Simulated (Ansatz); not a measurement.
# Relative stability

The two ends of one reaction step of BH5S, closed shell (PBE0-D4/def2-TZVP).

A:

B1  (0.100, -0.162, -0.915)
S2  (1.058, 1.299, -0.659)
H3  (-1.085, -0.117, -1.019)
H4  (0.714, -1.181, -0.980)
H5  (-0.176, -0.749, 2.124)
H6  (-0.680, -1.298, 2.090)
H7  (0.067, 2.207, -0.641)
(Å)

B:

```json
{"atom": "B1", "x (Å)": "-0.3457", "y (Å)": "-0.7496", "z (Å)": "-0.2362"}
{"atom": "S2", "x (Å)": "0.6675", "y (Å)": "0.9456", "z (Å)": "-0.1946"}
{"atom": "H3", "x (Å)": "-1.0537", "y (Å)": "-0.5546", "z (Å)": "-1.1946"}
{"atom": "H4", "x (Å)": "0.5493", "y (Å)": "-1.5322", "z (Å)": "-0.4467"}
{"atom": "H5", "x (Å)": "1.3136", "y (Å)": "0.9019", "z (Å)": "0.9854"}
{"atom": "H6", "x (Å)": "-0.9027", "y (Å)": "-0.8513", "z (Å)": "0.8247"}
{"atom": "H7", "x (Å)": "-0.2284", "y (Å)": "1.8403", "z (Å)": "0.2621"}
```

Program: Ansatz 0.2.0. Basis: def2-TZVPP. Cores are frozen in the correlated methods. B3LYP uses VWN-RPA correlation.

(1) Which structure is lower at CCSD(T), and by how much? (To be estimated.)

(2) Do the other methods give the same order? (Judge from chemistry; the calculation decides.)

No T1 diagnostic of these runs exceeds 0.014.

Results:

(1) By the calculation: A, by 6.12 kcal/mol (electronic energy, against the other). By their contacts, A is a complex of BH₃S ([BH2][SH]) + H₂ and B is BH₅S ([BH3][SH2]).

(2) Computed: Not all: SPW92 gives the other order.

```tsv
method	E(B) − E(A) (kcal/mol)
SPW92	-4.80
PBE-D4	2.43
BLYP-D4	6.66
r2SCAN-D4	3.81
B97M-V	5.76
PBE0-D4	2.24
B3LYP-D4	5.90
r2SCAN0-D4	3.32
BHLYP-D4	5.93
CAM-B3LYP-D4	4.61
wB97X-V	4.53
wB97M-V	4.83
B2PLYP	6.49
PBE-QIDH	3.38
RPA on PBE	7.31
HF	11.73
MP2	6.12
CCSD	6.31
CCSD(T)	6.12
```

Labels in which every atom is bracketed show which atoms are joined, not bond orders.

For scale, one of the runs: CCSD(T)/def2-TZVPP, 143 basis functions, launched by `ansatz run in.yaml --threads 2 --pin off --events-out ev --progress --plain --max-ram 4352MiB`. Time: 7.5 s of wall clock on 2 CPU threads of an Arm Neoverse V1; the host was shared. Peak host memory: 0.78 GiB.
